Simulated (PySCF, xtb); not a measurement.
carbon disulfide (CS2), SMILES C(=S)=S.

Harmonic wavenumbers (cm⁻¹) from GFN2-xTB (xtb) at its own minimum, in rising order: 304, 304, 704, 1648.

Task: What does PBE0-D3(BJ)/def2-TZVP (PySCF 2.14.0) give at its own minimum? (The exact figures need the calculation; the answer reports its results.)

Result: 413, 413, 692, 1598. Paired by order, the mean absolute difference is 70 cm⁻¹ and the zero-point energies are 4.2 and 4.5 kcal/mol.
